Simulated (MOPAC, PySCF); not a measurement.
CCl4, SMILES `ClC(Cl)(Cl)Cl`, neutral singlet in the gas phase. 

Cartesian coordinates (Å):
```xyz
5

Cl     1.3701    -1.1075    -0.0636
C      0.0000     0.0000     0.0000
Cl     0.5769     1.6582    -0.1591
Cl    -1.1119    -0.3644    -1.3186
Cl    -0.8351    -0.1862     1.5413
```
Charge 0, spin multiplicity 1.

All levels are single points at this geometry (PBE0-D3(BJ)/def2-TZVP); Pople sets use spherical d functions. Orbital energies aren't observables, and empty levels follow the basis.

```
level                            HOMO (eV)  LUMO (eV)  gap (eV)  dipole (D)  vertical IE, Delta-SCF (eV)
-------------------------------  ---------  ---------  --------  ----------  ---------------------------
PBE-D3(BJ)/def2-TZVP in PySCF        -7.59      -2.52      5.07        0.00                            –
PBE0-D3(BJ)/def2-TZVP in PySCF       -9.06      -1.45      7.61        0.00                            –
ωB97X-D3(BJ)/def2-TZVP in PySCF     -11.57       0.89     12.46        0.00                            –
B3LYP/3-21G in PySCF                 -9.01      -1.84      7.16        0.00                            –
B3LYP/6-31G* in PySCF                -8.77      -1.72      7.05        0.00                        11.07
B3LYP/LANL2DZ in PySCF               -9.05      -1.68      7.37        0.00                            –
M06-2X/6-31G* in PySCF              -10.50      -0.47     10.03        0.00                            –
PBE/6-31G* in PySCF                  -7.61      -2.55      5.05        0.00                            –
SVWN5/6-31G* in PySCF                -7.71      -2.69      5.02        0.00                            –
HF/3-21G in PySCF                   -12.96       2.38     15.34        0.00                            –
HF/STO-3G in PySCF                  -11.85       5.96     17.81        0.00                            –
PM3 in MOPAC                        -11.00      -0.71     10.29        0.00                            –
PM7 in MOPAC                        -12.02      -1.49     10.53        0.00                            –
```
